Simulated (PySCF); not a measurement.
Ligands exchanged one at a time, Al F-OH. Isolated molecules, 0 K electronic values unless said otherwise. One relaxed conformer stands for each flexible species; it need not be the lowest. Strings in code marks are SMILES.

The HOMO–LUMO gap from two functionals at the same geometries (PBE0-D3(BJ)/def2-TZVP), both in PySCF: PBE-D3(BJ)/def2-TZVP and PBE0-D3(BJ)/def2-TZVP. 

```json
[
 {"species": "0 of 3 F replaced by OH", "PBE0-D3(BJ)/def2-TZVP (eV)": "10.23"},
 {"species": "1 of 3 F replaced by OH (`[OH][Al]([F])[F]` (H–O–Al–F torsion 0°))", "PBE0-D3(BJ)/def2-TZVP (eV)": "8.85"},
 {"species": "2 of 3 F replaced by OH (`[OH][Al]([OH])[F]` (H–O–Al–F torsion 180°, F–Al–O–H torsion 0°))", "PBE0-D3(BJ)/def2-TZVP (eV)": "8.62"},
 {"species": "3 of 3 F replaced by OH", "PBE0-D3(BJ)/def2-TZVP (eV)": "8.59"}
]
```

**Question.** What does PBE-D3(BJ)/def2-TZVP give for each?

**Answer.** 
- 0 of 3 F replaced by OH: 7.24
- 1 of 3 F replaced by OH (`[OH][Al]([F])[F]` (H–O–Al–F torsion 0°)): 6.23
- 2 of 3 F replaced by OH (`[OH][Al]([OH])[F]` (H–O–Al–F torsion 180°, F–Al–O–H torsion 0°)): 6.02
- 3 of 3 F replaced by OH: 6.00
Over these rows, drawn at random from the members with no instability flagged (it was tested for open shells, ions and some series alone), PBE minus PBE0-D3(BJ): mean -2.70 eV, from -2.99 eV to -2.59 eV.
